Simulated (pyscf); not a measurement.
H₂N–AlH–Cl → Al–Cl [singlet] + NH₃, a 1,1-elimination (singlet surface; Al–N, Al–H broken, H–N formed). Single points on ωB97X-D3(BJ)/def2-SVP structures (PySCF, gas phase). Correlated levels are frozen-core, on RHF or UHF. ΔMP2 is the change of the MP2 total energy from the triple- to the quadruple-zeta basis. Energies in kcal/mol from the reactant's lowest minimum found.

Small-basis levels: PySCF, no dispersion term, spherical d functions. 

Quick B3LYP/LANL2DZ single points give ΔE‡ = 64.4 kcal/mol and ΔE = +35.0 kcal/mol. What does CCSD(T)/def2-TZVPP + ΔMP2(QZVPP) give, and how far is the quick result from it?

CCSD(T)/def2-TZVPP + ΔMP2(QZVPP) gives ΔE‡ = 68.5 kcal/mol and ΔE = +36.1 kcal/mol. B3LYP/LANL2DZ lies 4.1 kcal/mol under it in the barrier and 1.1 kcal/mol under it in the reaction energy, so on this step it does not hold to within 3.0 kcal/mol. CCSD(T)/def2-TZVPP + ΔMP2(QZVPP) has limits of its own. On the product side the descent ends in an adduct with a Al–N contact, 13.8 kcal/mol under the separated species and 48.3 kcal/mol under the saddle at ωB97X-D3(BJ)/def2-TZVP. What is counted as broken (Al–N) persists as a longer contact in the product adduct; parting that adduct is a step of its own. At ωB97X-D3(BJ) the barrier from the zero used here is 73.7 kcal/mol. This is the saddle that the search found; another between the same sides may lie lower. The CCSD(T) − MP2 part came from Ansatz, without density fitting, on the same reference.
